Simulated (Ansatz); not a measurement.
# BH₄O (doublet): wave-function methods side by side at distance B1–H4 along a hydrogen transfer = 1.486 Å, cc-pVDZ

An exercise on one series of results from a longer session: the logs are not shown, and one member is left open.

Program: Ansatz 0.2.0, Gaussian basis. Level of theory: cc-pVDZ, core rule «outside noble gas», up to 2 orbitals frozen. These are calculated values, not measurements.

The runs, in order: UHF; CCSD(T) on ROHF; CCSD(T) on UHF; BCCD(T) on ROHF; CISD; CCSDT(Q) on ROHF; CCSDT(Q) on UHF; CASSCF and MRCISD+Q, 3 electrons in 3 orbitals; CASSCF and NEVPT2, 3 electrons in 3 orbitals.

5 further runs of the same task are left out: 1 for a mislabelled method, 2 that didn't finish, 2 set aside as unsound or not needed.

### What is computed

The geometry derives from fragments relaxed apart (PBE0/def2-TZVP) and kept rigid, so it is no stationary point. A hydrogen atom is moved between rigid fragments.

6 atoms, charge 0, spin multiplicity 2.

Atoms are counted from 1 here; the program's logs count them from 0.

Bond lengths: B1–H2 1.193 Å, B1–H3 1.193 Å, H4–O5 1.039 Å, O5–H6 0.973 Å. Angles: H2–B1–H3 120.0°, H4–O5–H6 105.0°.

The first run:

The input, in.yaml:

```yaml
crystal:
  periodic: [false, false, false]
  atoms:
    - {symbol: B, position_ang: [-1.410156, 0.030718, 0.000000]}
    - {symbol: H, position_ang: [-2.006889, 1.064290, 0.000000]}
    - {symbol: H, position_ang: [-2.006889, -1.002853, 0.000000]}
    - {symbol: H, position_ang: [0.075844, 0.030718, 0.000000]}
    - {symbol: O, position_ang: [1.114844, 0.030718, 0.000000]}
    - {symbol: H, position_ang: [1.366703, -0.909232, 0.000000]}
basis:
  gaussian: {orbitals: cc-pVDZ}
magnetization: {spin_polarized: true, initial_magnetization: 1}
hamiltonian: {xc: hf}
output: {orbitals: {seedname: orbitals}}
```

Launch:

```
ansatz run in.yaml --threads 1 --pin off --events-out ev --progress --plain --max-ram 2393MiB
```

Steps of the session up to this table: UHF; CCSD(T) on ROHF; CCSD(T) on UHF; BCCD(T) on ROHF; CISD; CCSDT(Q) on ROHF; CCSDT(Q) on UHF; CASSCF and MRCISD+Q, 3 electrons in 3 orbitals; CASSCF and NEVPT2, 3 electrons in 3 orbitals.

One of the session's tables, all rows but one given; the rest of the session is left out.

```
       method  from UCCSDT(Q) (kJ/mol)
         ROHF                   +848.8
          UHF                   +834.4
         RMP2                    +93.2
         UMP2                    +96.6
         CISD                    +83.4
        RCCSD                    +19.6
        UCCSD                    +19.1
     RCCSD(T)                     +3.6
     UCCSD(T)                     +3.6
      BCCD(T)                     +3.6
       RCCSDT                     +1.8
       UCCSDT                     +1.7
    RCCSDT(Q)                     +0.1
    UCCSDT(Q)                        0
  CASSCF pair                   +787.9
  NEVPT2 pair                    +97.3
  MRCISD pair                        ?
MRCISD+Q pair                    +10.5
```

**Question.** Estimate the row for MRCISD pair.

As computed: from UCCSDT(Q) (kJ/mol): +74.0. In the column «from UCCSDT(Q) (kJ/mol)» it lies between RCCSD (+19.6) and CISD (+83.4).

Among the levels timed on like hardware and quicker than the yardstick, those that no quicker one beats, quickest first: NEVPT2 pair (1.1 s, +97.3 kJ/mol); MRCISD+Q pair (1.7 s, +10.5 kJ/mol); BCCD(T) (3.2 s, +3.6 kJ/mol).

To keep in mind: Of the multireference levels listed MRCISD+Q pair comes nearest in total energy (+10.5 kJ/mol), which doesn't show that its space is the better one. Restricted and unrestricted rows rest on different reference determinants; where their highest levels disagree by more than a few hundredths of an eV, they describe different states and don't form one ladder.
